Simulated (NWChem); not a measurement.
A series in which one site is exchanged, each optimised at PBE0/def2-SVP with NWChem, gas phase unless a solvent is named. For some, no frequency run checked for a minimum. def2 effective core potentials on Sn, Hf; no spin-orbit coupling.

A: [SnH4] (SnH₄; site = Sn)
B: [HfH4] (HfH4; site = Hf)
C: C (CH$_{4}$; site = C)
D: [SiH4] (SiH₄; site = Si)

```json
[
 {"quantity": "orbital gap (eV), PBE0/def2-SVP", "A": "10.11", "B": "6.34", "C": "13.22", "D": "…"},
 {"quantity": "vertical ionisation energy, ΔSCF, PBE0/def2-SVP (eV)", "A": "11.47", "B": "10.59", "C": "14.02", "D": "…"},
 {"quantity": "static polarisability, PBE0/def2-SVPD (bohr³)", "A": "44.9", "B": "50.7", "C": "16.7", "D": "…"}
]
```

**Question.** Fill in the missing entries.

**Answer.** 
- orbital gap (eV), PBE0/def2-SVP, D: 11.31
- vertical ionisation energy, ΔSCF, PBE0/def2-SVP (eV), D: 12.44
- static polarisability, PBE0/def2-SVPD (bohr³), D: 31.9
